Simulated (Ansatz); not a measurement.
This script for the Python package of Ansatz (0.2.0) starts 2 runs on CH2F2, SMILES FCF. What input does the engine get in each?

`run_cas.py`
```python
'''Active-space calculation on CH2F2.'''

import ansatz as az
from ase import Atoms

atoms = Atoms(['F', 'C', 'F', 'H', 'H'], positions=[
    (-1.0268, 0.1849, 0.7304),
    (-0.0115, -0.0118, -0.0803),
    (1.0292, -0.188, 0.7171),
    (-0.1083, -0.9054, -0.6651),
    (0.1673, 0.8467, -0.7435),
])
mol = az.Crystal.molecule_from_ase(atoms)

calc = (
    mol.calculation()
    .basis(gaussian='6-31G*')
    .correlation(active_electrons=2, active_orbitals=2)
)
for method in [None, 'sc_nevpt2']:
    data = (calc if method is None else calc.correlation(method)).run().report
    space = data['configurations']
    state = space['states'][0]
    print(method or 'casscf', f'total {data["free_energy_ev"] / 27.211386246:.6f} Ha, active-space state {state["energy"]["hartree"]:.6f} Ha, mean field {data["reference_energy_ev"] / 27.211386246:.6f} Ha')
    print('  determinants', state['n_determinants'], ' natural occupations', [round(n, 3) for n in space['natural_occupations']])
print('effectively unpaired electrons, sum of min(n, 2 - n):', round(sum(min(n, 2 - n) for n in space['natural_occupations']), 3))
```

Run 1:
```yaml
crystal:
  periodic: [false, false, false]
  atoms:
    - { symbol: F, position_ang: [-1.0268, 0.1849, 0.7304] }
    - { symbol: C, position_ang: [-0.0115, -0.0118, -0.0803] }
    - { symbol: F, position_ang: [1.0292, -0.188, 0.7171] }
    - { symbol: H, position_ang: [-0.1083, -0.9054, -0.6651] }
    - { symbol: H, position_ang: [0.1673, 0.8467, -0.7435] }
basis:
  gaussian:
    orbitals: "6-31G*"
correlation:
  active_space:
    window:
      electrons: 2
      orbitals: 2
```

Run 2, against run 1:
```diff
+  method: sc_nevpt2
```

```console
$ python run_cas.py
casscf total -237.915110 Ha, active-space state -237.915110 Ha, mean field -237.893082 Ha
  determinants 4  natural occupations [1.981, 0.019]
RunWarning: the results are in doubt because another end's mean lies 0.122 eV lower, and its corrected mean 0.056 eV higher
sc_nevpt2 total -238.356781 Ha, active-space state -237.910633 Ha, mean field -237.893082 Ha
  determinants 4  natural occupations [1.981, 0.019]
effectively unpaired electrons, sum of min(n, 2 - n): 0.038
```
(Warnings from the package without file and line.)

Caveats:
- Total energies depend on the basis set; only differences at equal settings carry meaning.
- The geometry is a force-field or estimated start, not a minimum of this method, and the basis set is short of its limit. The active space starts as a window about the frontier orbitals and is then optimised, not chosen by chemistry.
- A lower CASSCF solution was found and passed over, so the printed active-space state isn't the lowest.
- The whole script took 2.6 s on 1 thread of Arm Neoverse V1, with other jobs on the host, peak memory 0.16 GiB.

(Lines on the test bed's own set-up are left out of the output.)
